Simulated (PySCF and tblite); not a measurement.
C4H5N, numbered as in [CH2:1]=[CH:2][CH2:3][C:4]#[N:5]: conformational analysis

Free energies: PBE0-D3(BJ)/def2-TZVP on PBE0-D3(BJ)/def2-SVP structures plus GFN2-xTB thermal terms, symmetry and mirror images included. Conformers within 4 kcal/mol (GFN2-xTB free energy) were kept, 5 at most. GIAO shieldings: PBE0/pcSseg-1. Shifts are against TMS (¹H), TMS (¹³C), NH3 (¹⁵N) at the same level; of two unlike H on one atom, a is the less shielded. Programs: PySCF with density fitting and tblite.

Torsions listed: C1–C2–C3–C4. Of a mirror pair one member is shown.

```tsv
conformer	shape	symmetry	E(GFN2) kcal/mol	E(DFT) kcal/mol	G(298.15 K) kcal/mol	weight %	dipole D
1	0°	Cs	0.27	0.00	0.00	70.9	3.91
2	123°	C1 (pair)	0.00	0.80	0.53	29.1	4.01
```

Weights (%) against temperature:

```csv
T (K),1,2,S(mix) cal/mol/K
150,91.2,8.8,0.71
200,83.3,16.7,1.13
250,76.3,23.7,1.41
298.15,70.9,29.1,1.60
400,62.7,37.3,1.83
```

Averaged shifts at 298.15 K. ¹H: 5.97 (H1a, 1H), 5.78 (H2, 1H), 5.70 (H1b, 1H), 2.86 (H3, 2H) ppm. ¹³C: 135.1 (C2), 127.9 (C1), 120.8 (C4), 23.4 (C3) ppm. ¹⁵N: 311.2 (N5) ppm.

Coordinates of conformer 1 (Å):

```xyz
10

C    -1.244   -0.554    0.640
C    -0.187   -0.834   -0.120
C     0.974    0.085   -0.386
C     0.876    1.380    0.275
N     0.782    2.403    0.808
H    -2.044   -1.286    0.778
H    -1.347    0.409    1.147
H    -0.111   -1.808   -0.616
H     1.917   -0.393   -0.070
H     1.079    0.259   -1.471
```

Coordinates of conformer 2 (Å):

```xyz
10

C    -1.624   -0.419    0.186
C    -0.464   -0.290   -0.455
C     0.637    0.639   -0.021
C     1.899   -0.057    0.214
N     2.893   -0.622    0.390
H    -2.398   -1.099   -0.178
H    -1.845    0.149    1.095
H    -0.266   -0.879   -1.357
H     0.820    1.405   -0.796
H     0.355    1.177    0.898
```

Unscaled ¹⁵N shifts at such levels can be off by tens of ppm; differences between conformers or isomers are more reliable. Shifts are unscaled: against experiment ¹³C can be off by 15 ppm or more and ¹H by 0.8 ppm.

Search and properties took 38 s on 1 thread of Arm Neoverse V1, on a host shared with other jobs (rough), launched as `OMP_NUM_THREADS=1 python ens_run.py task.json out`.


¹⁵N shifts are against a computed isolated NH3 molecule, about 20 ppm from the liquid.